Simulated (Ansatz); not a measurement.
A structure relaxed at PBE0-D4/def2-TZVP in Ansatz, charge 0, singlet:

```xyz
6

Si    0.4855    0.2146   -0.2476
C    -1.0483   -0.4607    0.5318
N    -2.0010   -0.8846    1.0208
H     1.6237   -0.1518    0.6226
H     0.3287    1.6822   -0.3406
H     0.6114   -0.3997   -1.5870
```

(1) Give its formula, name or SMILES and point group.

(2) Summarise the bond lengths by kind (pairs closer than 1.2 times the sum of covalent radii, bridged metal pairs left out).

## Answers

(1) Si(CN)H3 (CH3NSi). Point group C3v (tolerance 0.1 Å).

(2) 1 × C–Si 1.85 Å; 1 × C–N 1.15 Å; 3 × H–Si 1.48 Å.
